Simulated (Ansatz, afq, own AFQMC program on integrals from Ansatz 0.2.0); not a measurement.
AFQMC on a folder of integrals that Ansatz 0.2.0 wrote.

```yaml
crystal:
  periodic: [false, false, false]
  atoms:
    - {symbol: B, position_ang: [0.000000, -0.094110, 0.391245]}
    - {symbol: Al, position_ang: [0.000000, -0.029096, -1.958856]}
    - {symbol: H, position_ang: [0.000000, 0.123205, 1.567610]}
basis:
  gaussian: {orbitals: 6-31G}
magnetization: {spin_polarized: true, initial_magnetization: 1}
correlation: {method: ccsd_t, electrons: outside_noble_gas, hamiltonian_folder: ham}
```

```sh
$ ansatz run in.yaml --threads 1 --pin off --events-out ev --progress --plain --max-ram 24576MiB --backend cuda --devices 0, --max-vram 18GiB
```

Options of the walk:

```
--method phaseless --trial mp1 --walkers 10 --populations 1 --least-time 40 --time-step 0.1 --steps-per-block 5 --equilibration-blocks 10 --max-blocks 100 --target-error 0.00064 --factor-cut 1e-05 --start spin_pure --seed 8688 --taylor-order 4
```

Times are imaginary, in 1/Eh. The walk had a cap of 60 s.

```
orbitals 18  electrons 4 3  factors 105 of 296
reference energy -267.02697253 Eh
CCSD correlation -0.08936126 Eh in 15 cycles, weight of the determinant in the CISD state 0.8825
energy of the start -267.088872 Eh
 block  time / (1/Eh)  mean weight  energy / Eh
     1     0.500  1.0126  -267.098829
     2     1.000  1.0243  -267.099137
     3     1.500  0.9664  -267.104492
     4     2.000  0.9997  -267.112166
     5     2.500  0.9716  -267.113958
     8     4.000  1.0661  -267.113232
    11     5.500  1.0086  -267.121489
    17     8.500  0.9670  -267.113246
    23    11.500  1.0219  -267.123354
    29    14.500  1.0209  -267.127522
    35    17.500  0.9623  -267.120359
    37    18.500  0.9465  -267.136858
    41    20.500  0.9319  -267.119340
    47    23.500  0.9746  -267.110221
    53    26.500  1.0006  -267.123138
    59    29.500  0.9708  -267.114183
    65    32.500  1.0030  -267.114546
    71    35.500  0.9717  -267.112405
    77    38.500  0.9914  -267.115084
    83    41.500  1.0157  -267.122989
    89    44.500  0.9771  -267.124383
    93    46.500  1.0639  -267.106738
    95    47.500  1.0203  -267.128347
   101    50.500  0.9655  -267.113054
   107    53.500  1.0264  -267.107931
   109    54.500  0.9824  -267.120407
blocks merged  error / Eh  count
     1  0.000702  100
     2  0.000827  50
     4  0.000924  25
     8  0.000842  12
energy -267.117575 +/- 0.000924 Eh
(rows thinned)
```

The run passed its tests (sampling time, drift between the halves within three errors, error under three times the target), which doesn't prove that it has relaxed. The second half of the sampling lies above the first by 1.9 errors of their difference, so the energy may still be moving and its error bar be too small.

Against this walk (error 25.1 meV) on the same determinant: CCSD(T) 22.7 meV lower (within the noise), CCSDT(Q) 55.8 meV lower, CCSDTQ 57.2 meV lower, full CI 57.4 meV lower, a separate phaseless walk with a CISD trial and standard settings 42.5 ± 25.3 meV lower (within the noise). The error is statistical and leaves out the bias of the constraint.

A setting was made bad on purpose (time step too long), so the walk's energy isn't to be trusted.

Cautions: constraint bias not in the error; error above the target (25.1 against 17.4 meV); an unrestricted solution with more broken spin lies lower (9 meV, ⟨S²⟩ 0.94); unrestricted determinant slightly spin contaminated (⟨S²⟩ 0.80 against 0.75); so few walkers bias the energy; the time-step error isn't removed.

CCSDT and higher add their correlation energy to the determinant of the CCSD(T) run, since their own runs factorise the integrals more tightly (a shift of under 2 meV). A walk keeps the symmetry of its determinant, which the program's search chose and which needn't be the lowest solution, so a lower state of the same spin and another symmetry isn't excluded.
